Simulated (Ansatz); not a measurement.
Ansatz (a first-principles code) input (B3LYP-D3(BJ)/def2-TZVP):

Ansatz 0.2 input:
```yaml
crystal:
  periodic: [false, false, false]
  atoms:
    - {symbol: C, position_ang: [-0.07275672, 1.12916893, 0.00212857]}
    - {symbol: S, position_ang: [-0.04234019, -0.64860717, -0.00102657]}
    - {symbol: H, position_ang: [1.30459006, -0.82487224, -0.00447189]}
    - {symbol: H, position_ang: [-1.11267682, 1.44681760, 0.00510357]}
    - {symbol: H, position_ang: [0.46310493, 1.48883727, 0.88953771]}
    - {symbol: H, position_ang: [0.45896518, 1.49191853, -0.88651564]}
basis:
  gaussian:
    orbitals: def2-TZVP
hamiltonian:
  xc: b3lyp
  dispersion: d3bj
total_charge: 1
magnetization: {spin_polarized: true, initial_magnetization: 1}
phonons: {temperatures: {t_min: 298.15, t_max: 298.15, t_step: 100}}
```

Output:

```
Functional definition: B3LYP
integrals: 0.02 GiB planned
627 factors; their error is unknown
mean field: 0.27 GiB planned
mean field evaluation 1: about -11919.3458 eV, gradient 4.8e1 eV
mean field evaluation 2: about -11905.5222 eV, gradient 6.2e1 eV
mean field evaluation 4: about -11929.6150 eV, gradient 3.3e0 eV
mean field evaluation 8: about -11929.6636 eV, gradient 7.3e-2 eV
mean field evaluation 16: about -11929.6725 eV, gradient 1.9e-5 eV
mean field -11929.67253995 eV, -438.4073796207 hartree, gradient 1.9e-5 eV, S^2 0.754564; 0 other end points of the search recorded, 0 dependent functions left out
the calculation of the forces begins
reference -11929.67274280 eV, -438.4073870753 hartree; 13, 12 occupied and 79, 80 virtual orbitals, 627 factors
these checks for a lower state are left out or cut short: stability, starts, cluster_reference, orbital_swaps, neighbouring_geometries, increment
integrals: 0.02 GiB planned
627 factors; their error is unknown
mean field: 0.27 GiB planned
mean field -11929.67236538 eV, -438.4073732055 hartree, gradient 1.8e-6 eV, S^2 0.754564; 0 other end points of the search recorded, 0 dependent functions left out
the calculation of the forces begins
reference -11929.67256824 eV, -438.4073806603 hartree; 13, 12 occupied and 79, 80 virtual orbitals, 627 factors
these checks for a lower state are left out or cut short: stability, starts, cluster_reference, orbital_swaps, neighbouring_geometries, increment
integrals: 0.02 GiB planned
627 factors; their error is unknown
mean field: 0.27 GiB planned
mean field evaluation 32: about -11929.6724 eV, gradient 2.8e-6 eV
mean field -11929.67236728 eV, -438.4073732751 hartree, gradient 2.8e-6 eV, S^2 0.754563; 0 other end points of the search recorded, 0 dependent functions left out
the calculation of the forces begins
reference -11929.67257012 eV, -438.4073807295 hartree; 13, 12 occupied and 79, 80 virtual orbitals, 627 factors
these checks for a lower state are left out or cut short: stability, starts, cluster_reference, orbital_swaps, neighbouring_geometries, increment
integrals: 0.02 GiB planned
627 factors; their error is unknown
mean field: 0.27 GiB planned
mean field -11929.67242768 eV, -438.4073754949 hartree, gradient 2.8e-6 eV, S^2 0.754564; 0 other end points of the search recorded, 0 dependent functions left out
the calculation of the forces begins
reference -11929.67263058 eV, -438.4073829514 hartree; 13, 12 occupied and 79, 80 virtual orbitals, 627 factors
these checks for a lower state are left out or cut short: stability, starts, cluster_reference, orbital_swaps, neighbouring_geometries, increment
integrals: 0.02 GiB planned
627 factors; their error is unknown
mean field: 0.28 GiB planned
mean field -11929.67241842 eV, -438.4073751545 hartree, gradient 2.3e-6 eV, S^2 0.754563; 0 other end points of the search recorded, 0 dependent functions left out
the calculation of the forces begins
reference -11929.67262122 eV, -438.4073826073 hartree; 13, 12 occupied and 79, 80 virtual orbitals, 627 factors
these checks for a lower state are left out or cut short: stability, starts, cluster_reference, orbital_swaps, neighbouring_geometries, increment
integrals: 0.02 GiB planned
627 factors; their error is unknown
mean field: 0.27 GiB planned
mean field -11929.67244954 eV, -438.4073762982 hartree, gradient 1.5e-6 eV, S^2 0.754561; 0 other end points of the search recorded, 0 dependent functions left out
the calculation of the forces begins
reference -11929.67265236 eV, -438.4073837517 hartree; 13, 12 occupied and 79, 80 virtual orbitals, 627 factors
these checks for a lower state are left out or cut short: stability, starts, cluster_reference, orbital_swaps, neighbouring_geometries, increment
integrals: 0.02 GiB planned
[...]
mean field: 0.27 GiB planned
mean field -11929.67252299 eV, -438.4073789974 hartree, gradient 3.0e-6 eV, S^2 0.754565; 0 other end points of the search recorded, 0 dependent functions left out
the calculation of the forces begins
reference -11929.67272587 eV, -438.4073864531 hartree; 13, 12 occupied and 79, 80 virtual orbitals, 627 factors
these checks for a lower state are left out or cut short: stability, starts, cluster_reference, orbital_swaps, neighbouring_geometries, increment
integrals: 0.02 GiB planned
627 factors; their error is unknown
mean field: 0.27 GiB planned
mean field -11929.67247489 eV, -438.4073772298 hartree, gradient 2.8e-6 eV, S^2 0.754566; 0 other end points of the search recorded, 0 dependent functions left out
the calculation of the forces begins
reference -11929.67267777 eV, -438.4073846855 hartree; 13, 12 occupied and 79, 80 virtual orbitals, 627 factors
these checks for a lower state are left out or cut short: stability, starts, cluster_reference, orbital_swaps, neighbouring_geometries, increment
integrals: 0.02 GiB planned
627 factors; their error is unknown
mean field: 0.27 GiB planned
mean field -11929.67245678 eV, -438.4073765641 hartree, gradient 2.4e-6 eV, S^2 0.754561; 0 other end points of the search recorded, 0 dependent functions left out
the calculation of the forces begins
reference -11929.67265960 eV, -438.4073840177 hartree; 13, 12 occupied and 79, 80 virtual orbitals, 627 factors
these checks for a lower state are left out or cut short: stability, starts, cluster_reference, orbital_swaps, neighbouring_geometries, increment
integrals: 0.02 GiB planned
627 factors; their error is unknown
mean field: 0.27 GiB planned
mean field -11929.67252395 eV, -438.4073790327 hartree, gradient 1.9e-6 eV, S^2 0.754563; 0 other end points of the search recorded, 0 dependent functions left out
the calculation of the forces begins
reference -11929.67272679 eV, -438.4073864871 hartree; 13, 12 occupied and 79, 80 virtual orbitals, 627 factors
these checks for a lower state are left out or cut short: stability, starts, cluster_reference, orbital_swaps, neighbouring_geometries, increment
integrals: 0.02 GiB planned
627 factors; their error is unknown
mean field: 0.27 GiB planned
mean field evaluation 96: about -11929.6725 eV, gradient 9.6e-7 eV
mean field -11929.67254526 eV, -438.4073798158 hartree, gradient 9.6e-7 eV, S^2 0.754564; 0 other end points of the search recorded, 0 dependent functions left out
the calculation of the forces begins
reference -11929.67274812 eV, -438.4073872707 hartree; 13, 12 occupied and 79, 80 virtual orbitals, 627 factors
these checks for a lower state are left out or cut short: stability, starts, cluster_reference, orbital_swaps, neighbouring_geometries, increment
integrals: 0.02 GiB planned
627 factors; their error is unknown
mean field: 0.27 GiB planned
mean field -11929.67243346 eV, -438.4073757072 hartree, gradient 1.2e-6 eV, S^2 0.754563; 0 other end points of the search recorded, 0 dependent functions left out
the calculation of the forces begins
reference -11929.67263629 eV, -438.4073831611 hartree; 13, 12 occupied and 79, 80 virtual orbitals, 627 factors
these checks for a lower state are left out or cut short: stability, starts, cluster_reference, orbital_swaps, neighbouring_geometries, increment
integrals: 0.02 GiB planned
627 factors; their error is unknown
mean field: 0.27 GiB planned
mean field -11929.67244893 eV, -438.4073762758 hartree, gradient 1.4e-6 eV, S^2 0.754564; 0 other end points of the search recorded, 0 dependent functions left out
the calculation of the forces begins
reference -11929.67265180 eV, -438.4073837312 hartree; 13, 12 occupied and 79, 80 virtual orbitals, 627 factors
these checks for a lower state are left out or cut short: stability, starts, cluster_reference, orbital_swaps, neighbouring_geometries, increment
integrals: 0.02 GiB planned
627 factors; their error is unknown
mean field: 0.27 GiB planned
mean field -11929.67252928 eV, -438.4073792287 hartree, gradient 8.1e-7 eV, S^2 0.754563; 0 other end points of the search recorded, 0 dependent functions left out
the calculation of the forces begins
reference -11929.67273212 eV, -438.4073866829 hartree; 13, 12 occupied and 79, 80 virtual orbitals, 627 factors
these checks for a lower state are left out or cut short: stability, starts, cluster_reference, orbital_swaps, neighbouring_geometries, increment
integrals: 0.02 GiB planned
627 factors; their error is unknown
mean field: 0.27 GiB planned
mean field -11929.67251435 eV, -438.4073786801 hartree, gradient 7.7e-7 eV, S^2 0.754564; 0 other end points of the search recorded, 0 dependent functions left out
the calculation of the forces begins
reference -11929.67271722 eV, -438.4073861352 hartree; 13, 12 occupied and 79, 80 virtual orbitals, 627 factors
these checks for a lower state are left out or cut short: stability, starts, cluster_reference, orbital_swaps, neighbouring_geometries, increment
integrals: 0.02 GiB planned
627 factors; their error is unknown
mean field: 0.27 GiB planned
mean field evaluation 128: about -11929.6725 eV, gradient 1.5e-6 eV
mean field -11929.67250677 eV, -438.4073784015 hartree, gradient 1.5e-6 eV, S^2 0.754564; 0 other end points of the search recorded, 0 dependent functions left out
the calculation of the forces begins
reference -11929.67270963 eV, -438.4073858565 hartree; 13, 12 occupied and 79, 80 virtual orbitals, 627 factors
these checks for a lower state are left out or cut short: stability, starts, cluster_reference, orbital_swaps, neighbouring_geometries, increment
integrals: 0.02 GiB planned
627 factors; their error is unknown
mean field: 0.27 GiB planned
mean field -11929.67250753 eV, -438.4073784293 hartree, gradient 1.5e-6 eV, S^2 0.754564; 0 other end points of the search recorded, 0 dependent functions left out
the calculation of the forces begins
reference -11929.67271037 eV, -438.4073858836 hartree; 13, 12 occupied and 79, 80 virtual orbitals, 627 factors
these checks for a lower state are left out or cut short: stability, starts, cluster_reference, orbital_swaps, neighbouring_geometries, increment
integrals: 0.02 GiB planned
627 factors; their error is unknown
mean field: 0.27 GiB planned
mean field -11929.67252880 eV, -438.4073792108 hartree, gradient 1.7e-6 eV, S^2 0.754564; 0 other end points of the search recorded, 0 dependent functions left out
the calculation of the forces begins
reference -11929.67273165 eV, -438.4073866654 hartree; 13, 12 occupied and 79, 80 virtual orbitals, 627 factors
these checks for a lower state are left out or cut short: stability, starts, cluster_reference, orbital_swaps, neighbouring_geometries, increment
integrals: 0.02 GiB planned
627 factors; their error is unknown
mean field: 0.27 GiB planned
mean field -11929.67250742 eV, -438.4073784251 hartree, gradient 1.5e-6 eV, S^2 0.754563; 0 other end points of the search recorded, 0 dependent functions left out
the calculation of the forces begins
reference -11929.67271027 eV, -438.4073858798 hartree; 13, 12 occupied and 79, 80 virtual orbitals, 627 factors
these checks for a lower state are left out or cut short: stability, starts, cluster_reference, orbital_swaps, neighbouring_geometries, increment
integrals: 0.02 GiB planned
627 factors; their error is unknown
mean field: 0.27 GiB planned
mean field -11929.67247727 eV, -438.4073773172 hartree, gradient 2.6e-6 eV, S^2 0.754564; 0 other end points of the search recorded, 0 dependent functions left out
the calculation of the forces begins
reference -11929.67268014 eV, -438.4073847727 hartree; 13, 12 occupied and 79, 80 virtual orbitals, 627 factors
these checks for a lower state are left out or cut short: stability, starts, cluster_reference, orbital_swaps, neighbouring_geometries, increment
integrals: 0.02 GiB planned
627 factors; their error is unknown
mean field: 0.27 GiB planned
mean field -11929.67246583 eV, -438.4073768967 hartree, gradient 1.7e-6 eV, S^2 0.754563; 0 other end points of the search recorded, 0 dependent functions left out
the calculation of the forces begins
reference -11929.67266865 eV, -438.4073843505 hartree; 13, 12 occupied and 79, 80 virtual orbitals, 627 factors
Total energy: -11929.81666974 eV, -438.4126762929 hartree
Atom 0 at    -0.072757     1.129169     0.002129 Å, force     0.000465    -0.000173    -0.000001 eV/Å
Atom 1 at    -0.042340    -0.648607    -0.001027 Å, force     0.000189     0.000029    -0.000000 eV/Å
Atom 2 at     1.304590    -0.824872    -0.004472 Å, force    -0.000077     0.000057     0.000000 eV/Å
Atom 3 at    -1.112677     1.446818     0.005104 Å, force    -0.000003     0.000331     0.000001 eV/Å
Atom 4 at     0.463105     1.488837     0.889538 Å, force    -0.000286    -0.000122     0.000327 eV/Å
Atom 5 at     0.458965     1.491919    -0.886516 Å, force    -0.000288    -0.000121    -0.000326 eV/Å
Dipole moment:     0.225687     0.105200    -0.000344 e Å
Vibrations: 213.38 693.10 792.32 822.71 1097.40 1306.75 1398.31 1421.97 2586.54 2988.11 3045.16 3163.36 cm⁻¹, zero-point energy 1.210651 eV
```
